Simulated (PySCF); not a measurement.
**Frontier levels across methods**

C2H7OP.
Structure used (PBE0-D3(BJ)/def2-SVP), in Å, numbered top down from 1:
```xyz
11
C2H7OP angstrom
C     -1.400    0.326    0.273
P      0.345    0.700   -0.060
C      1.161   -0.915   -0.202
O      0.981    1.650    0.902
H     -1.827   -0.342   -0.489
H     -1.962    1.270    0.294
H     -1.477   -0.145    1.264
H      0.303    1.135   -1.423
H      2.212   -0.756   -0.483
H      1.136   -1.412    0.779
H      0.673   -1.554   -0.953
```

Basis pcSseg-2 throughout (PySCF), one geometry. Isolated species at its PBE0-D3(BJ)/def2-SVP geometry, gas phase.

Question: How do the orbital energies, the gap and the dipole change with the method?

Answer: 
```csv
method,kind,HOMO (eV),LUMO (eV),gap (eV),μ (D),SCF cycles
BLYP,GGA,-6.18,-0.38,5.80,4.19,15
OPBE,GGA,-6.23,-0.26,5.96,4.10,15
B97-D,GGA,-6.27,-0.24,6.02,4.21,15
PBE,GGA,-6.29,-0.38,5.91,4.17,15
KT3,GGA,-6.39,-0.55,5.84,4.11,15
BP86,GGA,-6.39,-0.23,6.16,4.20,15
KT2,GGA,-6.39,-0.37,6.02,4.15,16
LDA,LDA,-6.46,-0.48,5.98,4.29,15
B3LYP,global hybrid,-7.52,0.01,7.53,4.39,13
PBE0,global hybrid,-7.76,0.31,8.07,4.40,13
mPW1PW91,global hybrid,-7.78,0.29,8.07,4.41,13
HF,Hartree–Fock,-11.43,2.37,13.81,4.86,10
```

The HOMO spans 5.25 eV, from BLYP down to HF, and the gap runs from 5.80 eV (BLYP) to 13.81 eV (HF). Over the methods BLYP (0 %), OPBE (0 %), B97-D (0 %), PBE (0 %), KT3 (0 %), BP86 (0 %), KT2 (0 %), LDA (0 %), B3LYP (20 %), PBE0 (25 %), mPW1PW91 (25 %), HF (100 %), a straight line through the gap against the share of exact exchange rises by 0.79 eV for each 10 % (correlation coefficient 0.999). The dipole ranges from 4.10 D (OPBE) to 4.86 D (HF). This basis has no diffuse functions.
